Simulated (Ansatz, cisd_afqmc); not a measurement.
System: CH3Cl2, charge -1, singlet.
NHTBH set geometry:
```
C
H 1 1.0692
H 1 1.0692 2 120.00
H 1 1.0692 2 120.00 3 180.00
Cl 1 2.3226 2 90.00 3 90.00
Cl 1 2.3226 2 90.00 3 -90.00
```
Charge -1, spin multiplicity 1.

Total energies in aug-cc-pV(T+d)Z, 22 correlated electrons, 11 frozen orbitals. Radicals and triplets start from unrestricted determinants; spin-orbit coupling is neglected. Cores are frozen in correlated methods. No relativity. The Monte Carlo rows (phaseless AFQMC, CISD trial, step 0.005/hartree) carry one-sigma bars that omit the constraint's bias. Outlying blocks are dropped, and bars are widened where a walk drifts. Over all cases where full CI ran beside it in this data, AFQMC minus full CI had a median of +0.1 mEh and passed +0.4 mEh in a tenth of the cases.

```csv
method,program,energy (Eh),minus AFQMC/CISD (mEh)
HF,Ansatz,-958.71073,673.5 ± 0.4
MP2,Ansatz,-959.30645,77.7 ± 0.4
CCSD,Ansatz,-959.35089,33.3 ± 0.4
CCSD(T),Ansatz,-959.38115,3.0 ± 0.4
AFQMC/CISD,cisd_afqmc,-959.3842 ± 0.0004,0.0
```

Ansatz is a quantum-chemistry and plane-wave program.
